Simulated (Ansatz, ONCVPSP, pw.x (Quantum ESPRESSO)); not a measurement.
## What a changed setting does to a pw.x run (bcc La)

Potential: optimised norm-conserving Vanderbilt (ONCV), ONCVPSP 4.0.1.1 (patched build), PBEsol; core [Kr] 4d10, reference 5s2 5p6 5d1 6s2; waves: 5s+6s: rc 2.60 bohr, ncon 3, nbas 7, qcut 6 1/bohr, 2 projectors; 5p: rc 2.50 bohr, ncon 3, nbas 6, qcut 8.7 1/bohr, 2 projectors, debl 1.9 Ha; 5d: rc 3.40 bohr, ncon 5, nbas 10, qcut 3.9 1/bohr, 2 projectors, debl 0.6 Ha; f scattering state at 0.06 Ha: rc 2.70 bohr, ncon 3, nbas 6, qcut 4 1/bohr, 2 projectors, debl 2.6 Ha; local part: polynomial inside 2.05 bohr (lpopt 2, dvloc0 3 Ha); core correction: Teter function, fcfact 3.5, rcfact 1.6. In the f channel the program set the typed energies aside and used -0.161, 2.439 Ha.

The reference run (k-mesh 11³, cutoffs 50/200 Ry, Fermi–Dirac 0.01 Ry, mixing_beta 0.4, conv_thr 1e-9, no spin) gives 0.43 GPa at 34.935 Å³/atom, where all-electron LAPW gives 0.10 GPa. This run, with its own iteration cap, changes smearing to gauss.

```
&control
  calculation='scf', prefix='x', pseudo_dir='./', outdir='./tmp', tstress=.true., disk_io='none'
/
&system
  ibrav=0, nat=1, ntyp=1, ecutwfc=50, ecutrho=200, nbnd=13,
  occupations='smearing', smearing='gauss', degauss=0.01
/
&electrons
  conv_thr=1e-09, mixing_beta=0.4, electron_maxstep=70
/
ATOMIC_SPECIES
La 1.0 La.UPF
CELL_PARAMETERS angstrom
  -2.05936622 2.05936622 2.05936622
  2.05936622 -2.05936622 2.05936622
  2.05936622 2.05936622 -2.05936622
ATOMIC_POSITIONS crystal
La 0.0000 0.0000 0.0000
K_POINTS automatic
11 11 11 0 0 0
```

```bash
pw.x < La.scf.in > La.scf.out
```

Problem. How does the run end?

Solution. It converges in 7 iterations; the free energy moves by +69.1 meV/atom and the pressure by -0.17 GPa. Gaussian smearing of the same width is narrower in effect than Fermi–Dirac, so its quadratic term in F is smaller.

```
Message from routine setup:
     using ibrav=0 with symmetry is DISCOURAGED, use correct ibrav instead
     lattice parameter (alat)  =       6.7405  a.u.
     unit-cell volume          =     235.7531 (a.u.)^3
     number of electrons       =        11.00
     number of Kohn-Sham states=           13
     kinetic-energy cutoff     =      50.0000  Ry
     charge density cutoff     =     200.0000  Ry
     scf convergence threshold =      1.0E-09
     Exchange-correlation= PBESOL
     number of k points=    56  Gaussian smearing, width (Ry)=  0.0100
     iteration #  1     ecut=    50.00 Ry     beta= 0.40
     c_bands:  1 eigenvalues not converged
     c_bands:  1 eigenvalues not converged
     c_bands:  1 eigenvalues not converged
     c_bands:  3 eigenvalues not converged
     c_bands:  2 eigenvalues not converged
     c_bands:  3 eigenvalues not converged
     [... 5 repeated lines left out ...]
     total energy              =     -70.65679965 Ry
     estimated scf accuracy    <       0.00328834 Ry
     iteration #  2     ecut=    50.00 Ry     beta= 0.40
     total energy              =     -70.65677905 Ry
     estimated scf accuracy    <       0.00053041 Ry
     iteration #  3     ecut=    50.00 Ry     beta= 0.40
     [... 11 repeated lines left out ...]
     total energy              =     -70.65691855 Ry
     estimated scf accuracy    <       0.00003777 Ry
     iteration #  4     ecut=    50.00 Ry     beta= 0.40
     [... 4 repeated lines left out ...]
     total energy              =     -70.65692279 Ry
     estimated scf accuracy    <       0.00000565 Ry
     iteration #  5     ecut=    50.00 Ry     beta= 0.40
     [... 2 repeated lines left out ...]
     total energy              =     -70.65692444 Ry
     estimated scf accuracy    <       0.00000020 Ry
     iteration #  6     ecut=    50.00 Ry     beta= 0.40
     [... 3 repeated lines left out ...]
     total energy              =     -70.65692449 Ry
     estimated scf accuracy    <       0.00000003 Ry
     iteration #  7     ecut=    50.00 Ry     beta= 0.40
     [... 2 repeated lines left out ...]
     the Fermi energy is    11.8101 ev
!    total energy              =     -70.65692451 Ry
     estimated scf accuracy    <          5.4E-10 Ry
     smearing contrib. (-TS)   =      -0.00251830 Ry
     The total energy is F=E-TS. E is the sum of the following terms:
     one-electron contribution =      -3.70561939 Ry
     hartree contribution      =       6.93976950 Ry
     xc contribution           =     -17.31247816 Ry
     ewald contribution        =     -56.57607815 Ry
     convergence has been achieved in   7 iterations
          total   stress  (Ry/bohr**3)                   (kbar)     P=        2.60
     Message from routine punch:
     Nothing written, as per user request (disk_io='none')
```

The run took about 22 s on one core of a shared host (Neoverse-N1, 64 threads, 124 GiB, load 54).
